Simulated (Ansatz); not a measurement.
```yaml
crystal:
  periodic: [false, false, false]
  atoms:
    - {symbol: B, position_ang: [0.027484, 0.045041, -0.000147]}
    - {symbol: H, position_ang: [1.229074, -0.033216, 0.016177]}
    - {symbol: H, position_ang: [-0.591633, 1.077762, -0.019771]}
    - {symbol: F, position_ang: [-0.664925, -1.089576, 0.003751]}
basis:
  gaussian: {orbitals: "6-31++G**"}
hamiltonian: {xc: {name: B2GP-PLYP}}
scf: {omitted_lower_state_checks: [starts]}
```

```sh
$ ansatz run in.yaml --threads 4 --pin off --events-out ev --progress --plain --max-ram 3916MiB
```

It prints (some lines left out):

```
Functional definition: B2GP-PLYP
429 factors; integrals over basis functions are off by at most 1.1e-3 eV
mean field evaluation 1: about -3419.0987 eV, gradient 2.3e1 eV
mean field evaluation 2: about -3419.0998 eV, gradient 2.3e1 eV
mean field evaluation 4: about -3420.0200 eV, gradient 1.3e0 eV
mean field evaluation 8: about -3420.0249 eV, gradient 5.7e-3 eV
mean field evaluation 16: about -3420.0249 eV, gradient 3.3e-6 eV
mean field -3420.02494173 eV, -125.6835984325 hartree, gradient 3.3e-6 eV, S^2 0.000000; 0 other end points of the search recorded, 0 dependent functions left out
2 core orbitals not correlated: weight in the atoms' cores, before any rotation towards them, 1.000 or more for the frozen orbitals, at most 0.000 for the correlated occupied ones
reference -3420.02505714 eV, -125.6836026735 hartree; 6, 6 occupied and 42, 42 virtual orbitals, 429 factors
second order -8.26228075 eV of doubles, -0.00000000 eV of singles
Total energy: -3422.99947820 eV, -125.7929106316 hartree
Checks for a lower state left out: starts
```

Hardware: 4 threads of Arm Neoverse V1 on a shared host. Wall time 0.35 s.

The 6-31G sets use Cartesian d functions. Correlated methods freeze 2 core orbitals.
